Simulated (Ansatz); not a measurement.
## Tungsten, bcc: convergence with Methfessel-Paxton smearing

Computed with Ansatz, r²SCAN, scalar-relativistic PAW, on the relaxed cell (a = 3.170 Å; spin not included). Errors count from a run at 500 eV on a Γ-centred 23×23×23 mesh with Fermi-Dirac smearing of 0.1 eV, extrapolated to zero width. Fixed here: cutoff 500 eV, mesh 14×14×14. The SCF starts from atomic densities corrected by a trained network.

```csv
width (eV),E(σ→0) error (meV/atom),F error (meV/atom),P (GPa),SCF iterations
0.01,9.8,9.7,0.17,5
0.03,9.7,9.7,0.17,5
0.1,9.5,9.6,0.19,5
0.2,9.6,9.3,0.18,5
0.3,9.0,8.7,0.02,5
0.6,8.2,8.3,-0.22,5
1.0,4.4,15.2,-0.76,5
```
